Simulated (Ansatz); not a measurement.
What does this script print? It uses the Ansatz DFT code, driven from Python.

Script `run_composite.py`:
```python
"""A composite energy for CH4Si: DFT geometry, MP2 basis limit, coupled-cluster correction."""

import ansatz as az
import numpy as np

geometry_ang = [
    ("C", (-0.14285, -0.38469, -0.43893)),
    ("Si", (0.76864, 0.3435, 1.06294)),
    ("H", (-1.19993, -0.51693, -0.21789)),
    ("H", (0.26747, -1.35059, -0.71579)),
    ("H", (-0.05776, 0.27762, -1.29798)),
    ("H", (0.36443, 1.6311, 1.60766)),
]
molecule = az.Crystal.molecule()
for symbol, xyz in geometry_ang:
    molecule = molecule.atom(symbol, xyz)

job = molecule.calculation()
job = job.basis(gaussian="def2-SVP")
job = job.functional("r2SCAN")
symbols = [site.symbol for site in molecule.cartesian_sites]
start = np.array([site.position_ang for site in molecule.cartesian_sites], dtype=float)
rep = job.relax(force_tolerance=0.01, max_steps=100).run().report
end = np.array(rep["positions_ang"])
print("final positions (A) and the move of each atom")
for symbol, xyz, old in zip(symbols, end, start):
    print(f"{symbol:2s} {xyz[0]:10.5f} {xyz[1]:10.5f} {xyz[2]:10.5f}   {np.linalg.norm(xyz - old):7.4f}")

minimum = az.Crystal.molecule()
for symbol, place in zip(symbols, end):
    minimum = minimum.atom(symbol, place.tolist())
at_minimum = minimum.calculation()
# MP2 extrapolated to the basis limit, plus the small-basis difference CCSD(T) - MP2
level = lambda method, basis: at_minimum.basis(gaussian=basis).correlation(method).run().report
small, large, cluster = level("mp2", "cc-pVDZ"), level("mp2", "cc-pVTZ"), level("ccsd_t", "cc-pVDZ")
corr = lambda each: (each["free_energy_ev"] - each["reference_energy_ev"]) / 27.211386246
mp2_limit = (27 * corr(large) - 8 * corr(small)) / 19
pieces = {"HF / cc-pVTZ": large["reference_energy_ev"] / 27.211386246, "MP2 correlation, DZ-TZ limit": mp2_limit, "CCSD(T) - MP2 / cc-pVDZ": corr(cluster) - corr(small)}
for name, value in pieces.items():
    print(f"{name:32s} {value:14.6f} Ha")
print(f"{'sum':32s} {sum(pieces.values()):14.6f} Ha")
print("T1 diagnostic", round(cluster["correlation"]["coupled_cluster"]["t1_diagnostic"], 4))
```

```console
$ python run_composite.py
final positions (A) and the move of each atom
C    -0.09083   -0.36788   -0.36838    0.0893
Si    0.92601    0.21286    1.13129    0.2156
H    -1.16475   -0.41034   -0.10408    0.1598
H     0.21471   -1.34560   -0.76988    0.0757
H    -0.02553    0.38485   -1.17746    0.1645
H     0.14040    1.52611    1.28853    0.4038
HF / cc-pVTZ                        -329.091028 Ha
MP2 correlation, DZ-TZ limit          -0.308868 Ha
CCSD(T) - MP2 / cc-pVDZ               -0.047020 Ha
sum                                 -329.446916 Ha
T1 diagnostic 0.0117
```

Reading the output:
- Total energies depend on the basis set; only differences at equal settings carry meaning.
- The sum leaves out core correlation, relativity, the Hartree-Fock basis error and zero-point energy; a DZ-TZ extrapolation is rough.
- Inner cores stay frozen, so this is valence correlation.
- For Al to Cl the sets with a tight d function, cc-pV(X+d)Z, are usual.
- An extrapolation from small basis sets is rough.
- Timing: 7 s on 1 thread of AMD EPYC 9R45 96-Core Processor (Zen 5), with other jobs on the host, peak memory 0.24 GiB.
